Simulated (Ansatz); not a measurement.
**What a trial cell of Ba2Al relaxes into**

Method: DFT PBE, scalar-relativistic, plane waves, PAW in Ansatz 0.2.0. Cutoff 420 eV, Γ-centred k mesh, Gaussian smearing, no spin polarisation in the final step.

Ba2Al was placed on the sites of a reported Cr2B cell (I4/mcm, No. 140), with Al in place of B, Ba in place of Cr, at a guessed volume.

```
Ba Al
1.0
    -3.80345    3.80345    3.16600
     3.80345   -3.80345    3.16600
     3.80345    3.80345   -3.16600
Ba Al
4 2
Direct
  0.66700 0.16700 0.83400
  0.16700 0.33300 0.50000
  0.33300 0.83300 0.16600
  0.83300 0.66700 0.50000
  0.25000 0.25000 0.00000
  0.75000 0.75000 0.00000
```

Cell and atoms relax at zero pressure; the relaxation can't lower the symmetry of the start. After a coarse first stage the cell is made exact in the group found at 0.06 Å.

Formation energies are uncorrected and refer to the elements' standard structures at the same level.

(1) What does it relax into?

(2) What are its volume, energy, density and gap?

Results:

(1) It keeps I4/mcm (No. 140). Conventional cell: a = 8.374 Å, c = 7.811 Å. Ba is coordinated by 4 Al at 3.60 Å and 2 Ba at 4.11 Å (next Ba at 4.28 Å); Al has 8 Ba at 3.60 Å and 2 Al at 3.91 Å.

Space group I4/mcm (No. 140). a = 8.374 Å, b = 8.374 Å, c = 7.811 Å, α = 90.00°, β = 90.00°, γ = 90.00°
| atom | site | symmetry | x | y | z |
| --- | --- | --- | --- | --- | --- |
| Ba | 8h | m.2m | 0.1961 | 0.6961 | 0.0000 |
| Al | 4a | 422 | 0.0000 | 0.0000 | 0.2500 |

(2) The volume per atom is 45.64 Å³ and the density is 3.66 g/cm³. The energy over the elements is -0.03 eV/atom and the gap on the 8×8×8 mesh is 0 eV (a metal).

The final run used a 8×8×8 mesh on its 6-atom cell and 0.10 eV smearing. For metals, differences of a few meV/atom aren't resolved. Symmetry constrained the relaxation, so the result can be a saddle point. The steps took of the order of 2.3 core-minutes in all.